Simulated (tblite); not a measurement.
Start geometry of `Cc1cn[c]s1` [radical] from a force field or distance geometry (Å):
```
atom  x, y, z in Å
C1    -1.4351   -0.1544    0.2762
C2     0.0192   -0.1732    0.0461
C3     0.8717    0.8099   -0.4154
N4     2.1987    0.4851   -0.5208
C5     2.3431   -0.7615   -0.0993
S6     0.9413   -1.5870    0.3960
H7    -1.6811   -0.3337    1.3258
H8    -1.9363   -0.9073   -0.3283
H9    -1.8576    0.8198    0.0066
H10    0.5450    1.8071   -0.7094
```

**Question.** What comes out of this run: tblite 0.8.0, GFN2-xTB geometry optimisation, gas phase?

**Answer.** 
```
atom  x, y, z in Å
C1    -1.4441   -0.1419    0.2736
C2     0.0214   -0.1639    0.0512
C3     0.8424    0.8144   -0.4150
N4     2.1536    0.4415   -0.4919
C5     2.3605   -0.7351   -0.1187
S6     0.9771   -1.6053    0.3981
H7    -1.6775   -0.3358    1.3203
H8    -1.9361   -0.9072   -0.3264
H9    -1.8437    0.8319   -0.0014
H10    0.5552    1.8061   -0.7124
```

The energy falls by 0.193 eV over 19 L-BFGS steps, the largest force on an atom goes from 3.61 to 0.007 eV/Å, and the atoms move by 0.031 Å rms after alignment. The bond that changes most is N4–C5 (ends: nitrogen bonded to 2 C; carbon bonded to N and S), which shortens by 0.072 Å. Bonds longer at the end by more than 0.005 Å: 3 of 10; shorter: 4. Among the angles that change most is C3–N4–C5, from 107.7° to 113.5°. Rotational constants go from 5392, 3377, 2104 to 5392, 3388, 2108 MHz. The orientation of the end geometry is arbitrary; only internal coordinates are fixed.

Its GFN2-xTB frequencies are all real (lowest 90 cm⁻¹).

These are computed values.
